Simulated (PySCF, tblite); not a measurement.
**HBrF−, a complex of two parts as drawn: NMR shifts, interaction energy, infrared bands, spin-spin couplings and core binding energies**

An exercise on one series of results from a longer session: the logs are not shown, and one member is left open.

Computed with tblite 0.8.0 and PySCF 2.14.0; each step states its level. No surroundings beyond the atoms listed, unless a continuum is named. Atoms count from 0, parts from 1.

### Starting point

3 atoms, charge -1, multiplicity 1; geometry: rigid parts in contact. Parts: 1 = atoms 0–1, `Br`, charge 0; 2 = atom 2, `[F-]`, charge -1.

Set-up of the first run:

What the job is given:

```
{"job": {"kind": "dock", "xc": "GFN2-xTB", "basis": "xTB"}, "charge": -1, "multiplicity": 1, "parts": [{"atoms": "0-1", "charge": 0, "multiplicity": 1}, {"atoms": "2-2", "charge": -1, "multiplicity": 1}]}
Br     0.700770    -0.002716     0.004738
H     -0.700770     0.002716    -0.004738
F     -0.589713    -2.390118     0.692866
```

Level: GFN2-xTB search for minima from random contacts, gas phase.

Run with:

```bash
$ OMP_NUM_THREADS=1 python cluster_run.py task.json out
```

This one command runs all jobs of the session in turn.

Steps of the session up to this table: Docking the parts with GFN2-xTB; Geometry optimisation at PBE0-D3(BJ)/def2-TZVPD; Shielding tensors: PBE0/aug-pcSseg-2; Coupled-cluster interaction energy: CCSD(T) and MP2.

One table of the session follows, with a row left open; its other results are not shown here.

It belongs to the step «Coupled-cluster interaction energy: CCSD(T) and MP2». 

```
                 method  interaction energy (kcal/mol)
         HF/aug-cc-pVDZ                        -132.34
        MP2/aug-cc-pVDZ                        -116.75
       CCSD/aug-cc-pVDZ                              ?
    CCSD(T)/aug-cc-pVDZ                        -110.81
         HF/aug-cc-pVQZ                        -134.13
        MP2/aug-cc-pVQZ                        -122.68
    SCS-MP2/aug-cc-pVQZ                        -120.03
      MP2, extrapolated                        -123.78
CCSD(T), limit estimate                        -117.83
```

Q: Estimate the row for CCSD/aug-cc-pVDZ from the others.

The run gave: interaction energy (kcal/mol): -113.09. In the column «interaction energy (kcal/mol)» it lies between MP2/aug-cc-pVDZ (-116.75) and CCSD(T)/aug-cc-pVDZ (-110.81).

At this geometry H1 has moved to F2 of another part (0.97 Å), so this energy is mostly that of cutting a chemical bond between strained fragments, not an intermolecular interaction.

Limits of these values: Shifts at one fixed geometry are not the observed spectrum, which averages over the motion. The interaction energy leaves out the deformation of the parts, 55.21 kcal/mol at MP2. So large a deformation means that a part is far from its own minimum, so a sum across the two methods would be rough. The parts are strongly deformed in the cluster, so the interaction energy holds bonds cut by the partition and is not to be read as the attraction of intact molecules.
